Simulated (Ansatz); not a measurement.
Relaxation of C₃H₆OS (11 atoms, charge 0, multiplicity 1), to a largest force component of 0.02 eV/Å in at most 40 steps.

These are results of RKS B3LYP-D4/STO-3G (Ansatz 0.2.0), not measurements.

```xyz
11
Properties=species:S:1:pos:R:3:forces:R:3
C -1.255 -0.176 1.000 -2.50 2.55 -0.65
C -0.056 0.252 0.254 2.53 -1.13 -2.48
S 0.735 1.701 0.771 -0.13 2.25 1.88
C 0.499 -0.463 -0.769 -5.82 -2.72 2.42
O 1.565 -0.169 -1.483 4.01 5.45 0.89
H -1.746 -1.033 0.584 -0.15 -1.27 -0.33
H -2.031 0.662 0.913 0.79 -0.97 0.36
H -1.054 -0.289 2.042 0.19 -0.48 1.53
H 1.778 1.674 -0.062 0.52 -0.42 -0.76
H -0.053 -1.375 -1.100 0.14 0.20 0.29
H 1.685 -0.840 -2.130 0.43 -3.45 -3.16
```

Q: Where does it end, and by what steps?

A: It converged. Limits of this set-up: minimal basis. After 6 steps the energy has fallen by 0.831 eV; O5 moved furthest, 0.10 Å.

```json
{"step": "0", "energy less start (eV)": "0.0000", "largest force component (eV/Å)": "5.818", "accepted": "yes"}
{"step": "1", "energy less start (eV)": "-0.7264", "largest force component (eV/Å)": "2.007", "accepted": "yes"}
{"step": "2", "energy less start (eV)": "-0.8085", "largest force component (eV/Å)": "0.600", "accepted": "yes"}
{"step": "3", "energy less start (eV)": "-0.8246", "largest force component (eV/Å)": "0.366", "accepted": "yes"}
{"step": "4", "energy less start (eV)": "-0.8294", "largest force component (eV/Å)": "0.166", "accepted": "yes"}
{"step": "5", "energy less start (eV)": "-0.8307", "largest force component (eV/Å)": "0.033", "accepted": "yes"}
{"step": "6", "energy less start (eV)": "-0.8308", "largest force component (eV/Å)": "0.009", "accepted": "yes"}
```

```xyz
11
Properties=species:S:1:pos:R:3
C -1.306 -0.137 1.009
C -0.033 0.253 0.251
S 0.791 1.739 0.796
C 0.438 -0.492 -0.775
O 1.629 -0.099 -1.459
H -1.736 -1.060 0.592
H -2.068 0.659 0.944
H -1.097 -0.306 2.080
H 1.776 1.624 -0.140
H -0.071 -1.409 -1.111
H 1.742 -0.830 -2.166
```

Whether the end is a true minimum wasn't checked by a vibrational analysis.

The run took 32 s on 1 CPU thread of a shared host.
